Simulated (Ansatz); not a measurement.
**CH₅ClSi (built from SMILES C[SiH2]Cl): search for a transition state, part 1 of 2**

Wanted: the transition state of a 1,2-elimination (form Cl2–H4 and break Si1–Cl2, C3–H4). The guess is relaxed with those distances held, a saddle search follows, and vibrations and two downhill relaxations check it.

Computed with Ansatz 0.2.0, Gaussian basis. Level: PBE0-D4, def2-SVP first, then def2-TZVP.

90 further runs of the same task are left out: 90 set aside as unsound or not needed.

### Step 1. Starting geometry

The guess: 8 atoms, charge 0, spin multiplicity 1.

Atoms are counted from 1 here; the program's logs count them from 0.

Bond lengths: Si1–C3 1.856 Å, Si1–H5 1.458 Å, Si1–H6 1.457 Å, C3–H7 1.083 Å, C3–H8 1.084 Å. Angles: C3–Si1–H5 122.6°, C3–Si1–H6 123.8°, H5–Si1–H6 111.1°, Si1–C3–H7 117.1°, Si1–C3–H8 116.7°, H7–C3–H8 109.7°.

Coordinates:

```mol
CH5ClSi
  3D, bonds by distance, orders not assigned

  8  5  0  0  0  0  0  0  0  0999 V2000
   -0.7091   -0.5679   -0.2820 Si  0  0
    1.2600   -0.2429   -1.7656 Cl  0  0
    0.2713    0.5883    0.7881 C   0  0
    1.2312    0.5957   -0.2127 H   0  0
   -1.8361   -0.1232   -1.0923 H   0  0
   -0.7248   -2.0147   -0.1109 H   0  0
    0.6574    0.1921    1.7195 H   0  0
   -0.1499    1.5726    0.9559 H   0  0
  1  3  8  0
  1  5  8  0
  1  6  8  0
  3  7  8  0
  3  8  8  0
M  END
```

Distances that are to change: Cl2–H4 1.77 Å, Si1–Cl2 2.49 Å, C3–H4 1.39 Å.

### Step 2. Constrained relaxation of the guess

The input, hold/in.yaml:

```yaml
crystal:
  periodic: [false, false, false]
  atoms:
    - {symbol: Si, position_ang: [-0.709100, -0.567900, -0.282000]}
    - {symbol: Cl, position_ang: [1.260000, -0.242900, -1.765600]}
    - {symbol: C, position_ang: [0.271300, 0.588300, 0.788100]}
    - {symbol: H, position_ang: [1.231200, 0.595700, -0.212700]}
    - {symbol: H, position_ang: [-1.836100, -0.123200, -1.092300]}
    - {symbol: H, position_ang: [-0.724800, -2.014700, -0.110900]}
    - {symbol: H, position_ang: [0.657400, 0.192100, 1.719500]}
    - {symbol: H, position_ang: [-0.149900, 1.572600, 0.955900]}
basis:
  gaussian: {orbitals: def2-SVP}
hamiltonian: {xc: pbe0, dispersion: d4}
relax: {f_tol: 0.08, max_steps: 120, escape_saddle: false, constraints: [{distance: [1, 3]}, {distance: [0, 1]}, {distance: [2, 3]}]}
```

Launch:

```console
> ansatz run in.yaml --threads 2 --pin off --events-out ev --progress --plain --max-ram 4352MiB
```

Log (excerpt; [...] marks lines left out):

```text
Functional definition: PBE0
  name "PBE0"
  cite "Adamo & Barone, J. Chem. Phys. 110, 6158 (1999) doi:10.1063/1.478522"
  cite "Perdew, Burke & Ernzerhof, Phys. Rev. Lett. 77, 3865 (1996) doi:10.1103/PhysRevLett.77.3865"
  parent pbe
[...]
783 factors; integrals over basis functions are off by at most 3.2e-4 eV
[...]
mean field -21501.69931807 eV, -790.1728755637 hartree, gradient 2.1e-5 eV, S^2 0.000000; 0 other end points of the search recorded, 0 dependent functions left out
[...]
reference -21501.69934110 eV, -790.1728764103 hartree; 21, 21 occupied and 54, 54 virtual orbitals, 783 factors
relax step   1: F+E_penalty+E_count = -21501.83025099 eV  Δ(F+E_penalty+E_count) = +0.000e0 eV  max|allowed force component| = 9.117e-1 eV/Å  Δτ_max = 0.0000 Å  (25 SCF iters, accepted)
[...]
relax step   3: F+E_penalty+E_count = -21501.93742335 eV  Δ(F+E_penalty+E_count) = -7.833e-2 eV  max|allowed force component| = 2.396e-1 eV/Å  Δτ_max = 0.0713 Å  (27 SCF iters, accepted)
[...]
relax step   4: F+E_penalty+E_count = -21501.94107273 eV  Δ(F+E_penalty+E_count) = -3.649e-3 eV  max|allowed force component| = 7.473e-2 eV/Å  Δτ_max = 0.0120 Å  (24 SCF iters, accepted)
  distance Cl 1 - H 3 held at 1.765100 Å   reaction = -1.7585e0 eV/Å
  distance Si 0 - Cl 1 held at 2.486775 Å   reaction = +2.0202e0 eV/Å
  distance C 2 - H 3 held at 1.386746 Å   reaction = +2.3740e0 eV/Å
783 factors; integrals over basis functions are off by at most 5.3e-4 eV
mean field -21501.81109375 eV, -790.1769832442 hartree, gradient 1.3e-5 eV, S^2 0.000000; 1 other end points of the search recorded, 0 dependent functions left out
[...]
reference -21501.81111699 eV, -790.1769840982 hartree; 21, 21 occupied and 54, 54 virtual orbitals, 783 factors
Total energy: -21501.94109597 eV, -790.1817607377 hartree
Atom 0 at    -0.657543    -0.546469    -0.298997 Å, force     1.652665     0.324183    -1.159171 eV/Å
Atom 1 at     1.287681    -0.239392    -1.817503 Å, force    -1.420979    -1.011581    -0.342473 eV/Å
Atom 2 at     0.246922     0.584461     0.812900 Å, force     1.510078    -0.098484    -1.805166 eV/Å
Atom 3 at     1.149676     0.537782    -0.238727 Å, force    -1.707215     0.843028     3.377376 eV/Å
Atom 4 at    -1.817598    -0.075900    -1.094826 Å, force    -0.036117     0.011264    -0.020836 eV/Å
Atom 5 at    -0.695881    -2.009432    -0.053360 Å, force    -0.004015    -0.030200     0.013865 eV/Å
Atom 6 at     0.661105     0.160446     1.736858 Å, force    -0.000480    -0.017307    -0.035165 eV/Å
Atom 7 at    -0.174362     1.588505     0.953655 Å, force     0.006063    -0.020903    -0.028430 eV/Å
Dipole moment:    -0.504506    -0.063678     0.424002 e Å
```

It took 6 s on 2 threads of Arm Neoverse V2, shared host.

The steps of the relaxation:

| step | energy from step 1 (eV) | largest force component (eV/Å) |
| --- | --- | --- |
| 1 | 0.0000 | 0.9117 |
| 2 | -0.0288 | 0.6358 |
| 3 | -0.1072 | 0.2396 |
| 4 | -0.1108 | 0.0747 |

Distances of close pairs at the start and the end, largest changes first:

| bond | before (Å) | after (Å) | change (Å) |
| --- | --- | --- | --- |
| Si1–C3 | 1.856 | 1.826 | -0.030 |
| Si1–H6 | 1.457 | 1.484 | +0.027 |
| Si1–H5 | 1.458 | 1.483 | +0.026 |
| C3–H7 | 1.083 | 1.098 | +0.014 |
| C3–H8 | 1.084 | 1.098 | +0.014 |

### Step 3. Force constants to start from

The input, hessian/in.yaml:

```yaml
crystal:
  periodic: [false, false, false]
  atoms:
    - {symbol: Si, position_ang: [-0.657543, -0.546469, -0.298997]}
    - {symbol: Cl, position_ang: [1.287681, -0.239392, -1.817503]}
    - {symbol: C, position_ang: [0.246922, 0.584461, 0.812900]}
    - {symbol: H, position_ang: [1.149676, 0.537782, -0.238727]}
    - {symbol: H, position_ang: [-1.817598, -0.075900, -1.094826]}
    - {symbol: H, position_ang: [-0.695881, -2.009432, -0.053360]}
    - {symbol: H, position_ang: [0.661105, 0.160446, 1.736858]}
    - {symbol: H, position_ang: [-0.174362, 1.588505, 0.953655]}
basis:
  gaussian: {orbitals: def2-SVP}
hamiltonian: {xc: pbe0, dispersion: d4}
phonons: {}
scf: {lower_state_search: off}
```

Launch:

```console
> ansatz run in.yaml --threads 2 --pin off --events-out ev --progress --plain --max-ram 4352MiB
```

Log (excerpt; [...] marks lines left out):

```text
[... 5 set-up lines as earlier in the session ...]
[...]
784 factors; integrals over basis functions are off by at most 3.5e-4 eV
[...]
mean field -21501.81109370 eV, -790.1769832424 hartree, gradient 5.0e-6 eV, S^2 0.000000; 0 other end points of the search recorded, 0 dependent functions left out
[...]
reference -21501.81111700 eV, -790.1769840987 hartree; 21, 21 occupied and 54, 54 virtual orbitals, 784 factors
[... from here to the last solve, the lines of the solves are left out (47 solves) ...]
784 factors; integrals over basis functions are off by at most 3.5e-4 eV
mean field -21501.81114679 eV, -790.1769851936 hartree, gradient 8.7e-7 eV, S^2 0.000000; 0 other end points of the search recorded, 0 dependent functions left out
[...]
WARN: phonons: modes at or below zero, which the zero-point energy, F, S and C_V leave out: 1, the lowest at -697.68 cm⁻¹. A minimum has none, and a first-order saddle one
[...]
Atom 0 at    -0.657543    -0.546469    -0.298997 Å, force     1.652619     0.324190    -1.159146 eV/Å
Atom 1 at     1.287681    -0.239392    -1.817503 Å, force    -1.420937    -1.011551    -0.342471 eV/Å
Atom 2 at     0.246922     0.584461     0.812900 Å, force     1.510127    -0.098412    -1.805178 eV/Å
Atom 3 at     1.149676     0.537782    -0.238727 Å, force    -1.707279     0.842973     3.377362 eV/Å
Atom 4 at    -1.817598    -0.075900    -1.094826 Å, force    -0.036103     0.011259    -0.020839 eV/Å
Atom 5 at    -0.695881    -2.009432    -0.053360 Å, force    -0.004011    -0.030206     0.013863 eV/Å
Atom 6 at     0.661105     0.160446     1.736858 Å, force    -0.000476    -0.017325    -0.035154 eV/Å
Atom 7 at    -0.174362     1.588505     0.953655 Å, force     0.006060    -0.020927    -0.028437 eV/Å
Dipole moment:    -0.504505    -0.063677     0.424003 e Å
Vibrations: -697.68 289.90 332.58 401.86 468.07 537.17 749.80 822.48 864.94 879.61 960.90 1338.29 1348.30 1472.63 2279.82 2303.74 3131.64 3228.25 cm⁻¹, zero-point energy 1.327249 eV
Checks for a lower state left out: stability, starts, cluster_reference, orbital_swaps, neighbouring_geometries, increment
```

Wall time 33 s (2 threads of Arm Neoverse V2, shared host).

The structure is not stationary yet, so these wavenumbers are no spectrum; the search needs only the force constants.

### Step 4. Saddle search in the small basis

The search itself is an outer loop (partitioned rational-function steps, Bofill update of the Hessian). Each step is one single-point run with forces. It stops when the largest force is under 0.03 eV/Å and the followed curvature is negative. The first step's input:

The input, presaddle/in.yaml:

```yaml
crystal:
  periodic: [false, false, false]
  atoms:
    - {symbol: Si, position_ang: [-0.657543, -0.546469, -0.298997]}
    - {symbol: Cl, position_ang: [1.287681, -0.239392, -1.817503]}
    - {symbol: C, position_ang: [0.246922, 0.584461, 0.812900]}
    - {symbol: H, position_ang: [1.149676, 0.537782, -0.238727]}
    - {symbol: H, position_ang: [-1.817598, -0.075900, -1.094826]}
    - {symbol: H, position_ang: [-0.695881, -2.009432, -0.053360]}
    - {symbol: H, position_ang: [0.661105, 0.160446, 1.736858]}
    - {symbol: H, position_ang: [-0.174362, 1.588505, 0.953655]}
basis:
  gaussian: {orbitals: def2-SVP}
hamiltonian: {xc: pbe0, dispersion: d4}
output: {forces: true}
scf: {lower_state_search: off}
```

Launch:

```console
> ansatz run in.yaml --threads 2 --pin off --events-out ev --progress --plain --max-ram 4352MiB
```

Step by step:

| step | energy (eV) | largest force (eV/Å) | followed curvature (eV/Å²) |
| --- | --- | --- | --- |
| 1 | -21501.94109 | 3.3773 | -5.93 |
| 2 | -21501.22468 | 1.9440 | -10.29 |
| 3 | -21500.92812 | 0.6888 | -11.20 |
| 4 | -21500.94981 | 0.3557 | -11.12 |
| 5 | -21500.95245 | 0.7277 | -11.17 |
| 6 | -21500.95979 | 0.3162 | -11.11 |
| 7 | -21500.94498 | 0.5579 | -11.14 |
| 8 | -21500.96347 | 0.0877 | -11.19 |
| 9 | -21500.96372 | 0.0774 | -10.73 |
| 10 | -21500.96388 | 0.0205 | -9.80 |

The 10 steps took 7.7 s in all (2 threads of Arm Neoverse V2, shared host).

### Step 5. Saddle search in triple zeta

A small driver takes partitioned rational-function steps: uphill along one mode, downhill along the rest. It calls the program once a step for energy and forces and updates the Hessian by Bofill's formula. It stops when the largest force is under 0.008 eV/Å and the followed curvature is negative. The first step's input:

The input, saddle/in.yaml:

```yaml
crystal:
  periodic: [false, false, false]
  atoms:
    - {symbol: Si, position_ang: [-0.782454, -0.522180, -0.121080]}
    - {symbol: Cl, position_ang: [1.452340, -0.135128, -1.801132]}
    - {symbol: C, position_ang: [0.099093, 0.552139, 0.908941]}
    - {symbol: H, position_ang: [1.070805, 0.356402, -0.495592]}
    - {symbol: H, position_ang: [-1.771053, -0.042971, -1.116220]}
    - {symbol: H, position_ang: [-0.634549, -1.995695, -0.056555]}
    - {symbol: H, position_ang: [0.707153, 0.168197, 1.734345]}
    - {symbol: H, position_ang: [-0.141335, 1.619236, 0.947294]}
basis:
  gaussian: {orbitals: def2-TZVP}
hamiltonian: {xc: pbe0, dispersion: d4}
output: {forces: true}
scf: {lower_state_search: off}
```

Launch:

```console
> ansatz run in.yaml --threads 2 --pin off --events-out ev --progress --plain --max-ram 4352MiB
```

Step by step:

| step | energy (eV) | largest force (eV/Å) | followed curvature (eV/Å²) |
| --- | --- | --- | --- |
| 1 | -21509.30315 | 0.3398 | -9.80 |
| 2 | -21509.30387 | 0.3990 | -9.78 |
| 3 | -21509.31030 | 0.0800 | -9.69 |
| 4 | -21509.31124 | 0.0829 | -9.48 |
| 5 | -21509.30981 | 0.0912 | -9.51 |
| 6 | -21509.31162 | 0.0160 | -9.53 |
| 7 | -21509.31166 | 0.0125 | -9.14 |
| 8 | -21509.31168 | 0.0043 | -9.26 |

The 8 steps took 11 s in all (2 threads of Arm Neoverse V2, shared host).

The point found:

```
Si   -0.78650   -0.51889   -0.11146
Cl    1.46447   -0.12513   -1.79995
C     0.08503    0.54773    0.91631
H     1.03954    0.33675   -0.49507
H    -1.75782   -0.03908   -1.11283
H    -0.62358   -1.98384   -0.05564
H     0.70886    0.17233    1.71956
H    -0.13000    1.61013    0.93908
```

Followed mode, largest move set to 1: H4 (0.26, -0.33, -0.91); Si1 (-0.37, 0.04, 0.46); Cl2 (0.43, 0.26, 0.05); C3 (-0.33, -0.05, 0.27).

(Continued in part 2 of 2.)
